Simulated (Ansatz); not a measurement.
**Nickel, fcc under revPBE: ground state and equation of state**

The plan for nickel in the fcc structure: relax it, solve it on a dense k-mesh, switch on spin-orbit coupling, then scale the cell to 7 volumes from 88 to 112 % of the relaxed one and try a fit of the equation of state. The k-meshes are 15×15×15 for the relaxation; 25×25×25 for the dense run; 15×15×15 for spin-orbit coupling; 25×25×25 for the volumes. The starting cell is the deposited one, from the Crystallography Open Database.

Program: Ansatz 0.2.0. Level of theory: DFT revPBE, plane waves (420 eV) with PAW, scalar-relativistic; the PAW data stem from PBE, with regenerated cores. These are calculated values, not measurements.

**1. The starting structure**

Symmetry: Fm-3m, No. 225, cubic system. The conventional cell has a = 3.524 Å, b = 3.524 Å, c = 3.524 Å, α = 90.00°, β = 90.00°, γ = 90.00°. Ni (site symmetry m-3m) is surrounded by 12 Ni at 2.49 Å.

As a file:

```cif
data_structure
_symmetry_space_group_name_H-M 'Fm-3m'
_symmetry_Int_Tables_number 225
_cell_length_a 3.5239
_cell_length_b 3.5239
_cell_length_c 3.5239
_cell_angle_alpha 90.000
_cell_angle_beta 90.000
_cell_angle_gamma 90.000
_cell_volume 43.76
loop_
_atom_site_label
_atom_site_type_symbol
_atom_site_symmetry_multiplicity
_atom_site_Wyckoff_symbol
_atom_site_fract_x
_atom_site_fract_y
_atom_site_fract_z
_atom_site_occupancy
Ni1 Ni 4 a 0.00000 0.00000 0.00000 1
```

**2. Relaxing cell and atoms**

input.yaml

```yaml
crystal:
  lattice:
    - [0.0, 1.76194, 1.76194]
    - [1.76194, 0.0, 1.76194]
    - [1.76194, 1.76194, 0.0]
  atoms:
    - { symbol: Ni, position: [0.0, 0.0, 0.0] }
hamiltonian:
  xc: revpbe
  pseudopotentials:
    kind: paw
    azcp:
      Ni: "pseudopotentials/Ni.paw.azcp"
basis:
  ecutwfc: 420
  fft_grid_basis: typed
kpoints:
  mp_grid: { grid: [15, 15, 15], shift: [0, 0, 0] }
magnetization:
  spin_polarized: false
scf:
  occupations: { method: fermi_dirac, width: 0.1 }
relax:
  max_steps: 60
  f_tol: 0.01
  cell: {}
```

The runs that follow: The energy on a finer k-mesh; Spin-orbit coupling switched on; Equation of state: 88 %; Equation of state: 92 %; Equation of state: 96 %; Equation of state: 100 %; Equation of state: 104 %; Equation of state: 108 %; Equation of state: 112 %.

What does the calculation give? Wanted: space group; conventional cell; volume; shortest distance; gap on the mesh; relative to fcc, ferromagnetic; V₀, B₀, B₀′.

As calculated:

| quantity | value |
| --- | --- |
| space group (spins left aside) | Fm-3m (No. 225) |
| conventional cell | a = 3.538 Å |
| volume | 11.076 Å³/atom |
| shortest distance | 2.502 Å |
| against the deposited volume | +1.2 % (10.940 Å³/atom) |
| gap on the mesh | none (levels filled in part) |
| relative to fcc, ferromagnetic | +56 meV/atom |
| V₀, B₀, B₀′ | 11.050 Å³/atom, 189 GPa, 4.9 |

**Reading.** revPBE puts the volume 1.2 % above the deposited one. Zero-point motion and any thermal expansion in the deposited cell, which the calculation lacks, would widen the miss. The same structure in its ferromagnetic state, relaxed in a run of its own, lies 56 meV/atom lower. No gap shows: it is a metal or semimetal at this level. Totals with and without spin-orbit coupling (-0.31 eV/atom apart) can't be read as binding, since the two-component data shift the zero of energy. B₀ comes out at 189 GPa, too stiff, partly because the moments are missing.
